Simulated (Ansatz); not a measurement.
Elastic constant C44 (GPa) of solids drawn from the class of elemental solids other than molecular ones, at two levels: PBE (Ansatz, an electronic-structure program, plane waves, PAW), and LDA in Ansatz (PAW).

```tsv
solid	PBE	LDA	shift (%)
diamond-structure Si	74.2	75.5	+1.8
hcp Lu	30.7	36.5	+18.9
hcp Co	98.3	121	+23
hcp Sc	29.6	34.3	+15.9
fcc Sr	9.95	13.7	+38
hcp Os	258	285	+10.5
hcp Be	168	178	+6.0
fcc Ir	256	292	+14.1
fcc Pt	61.7	80.2	+30
diamond	558	594	+6.5
```

The shifts run from +1.8 % to +38 %, with a median of +15.0 %.

Over all 10 rows LDA is the larger in 10.

Ansatz's runs of these crystals have no spin polarisation, but for hcp Co.

Density-functional runs with spin start from parallel moments for hcp Co.

Spin–orbit coupling is left out, also for the solids with elements from indium on (hcp Lu, hcp Os, fcc Ir, fcc Pt); its size isn't shown.

Each level is taken at its own relaxed cell. Ansatz's density-functional and Hartree–Fock values are scalar-relativistic unless marked +SOC, with PAW data made under PBE.
